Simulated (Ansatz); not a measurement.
Basis sets compared for the cluster Li₂H⁺ (the lowest singlet isomer of a short search). Total charge 1; singlet. Geometry PBE0-D4/def2-TZVP. Ansatz on 4 threads of AMD EPYC 7B13 on a shared host; times are rough, and most runs start from earlier orbitals.

```csv
atom,x (Å),y (Å),z (Å)
Li1,-0.5988,1.5189,0.0727
Li2,0.5993,-1.5187,-0.0728
H3,-0.0005,-0.0002,0.0000
```

B3LYP takes the VWN-RPA correlation. The structure comes from a short search, and lower isomers may exist.

```tsv
level	functions	energy (Eh)	HOMO (eV)	LUMO (eV)	wall time
HF/STO-3G	11	-15.0931	-15.32	-2.44	0.1 s
HF/6-31G	20	-15.3077	-15.34	-3.24	0.1 s
PBE-D4/def2-SVP	23	-15.3840	-10.93	-4.95	0.2 s
B3LYP-D4/6-31G	20	-15.4591	-12.10	-4.86	0.2 s
PBE0-D4/def2-SVP	23	-15.3973	-12.19	-4.43	0.2 s
```

Task: Estimate the rows for PBE-D4/def2-TZVP, B3LYP-D4/def2-TZVP, PBE0-D4/def2-TZVP.

Result: 
| level | functions | energy (Eh) | HOMO (eV) | LUMO (eV) | wall time |
| --- | --- | --- | --- | --- | --- |
| PBE-D4/def2-TZVP | 34 | -15.3955 | -11.00 | -5.04 | 0.15 s |
| B3LYP-D4/def2-TZVP | 34 | -15.4681 | -12.10 | -4.91 | 0.2 s |
| PBE0-D4/def2-TZVP | 34 | -15.4076 | -12.26 | -4.51 | 0.15 s |
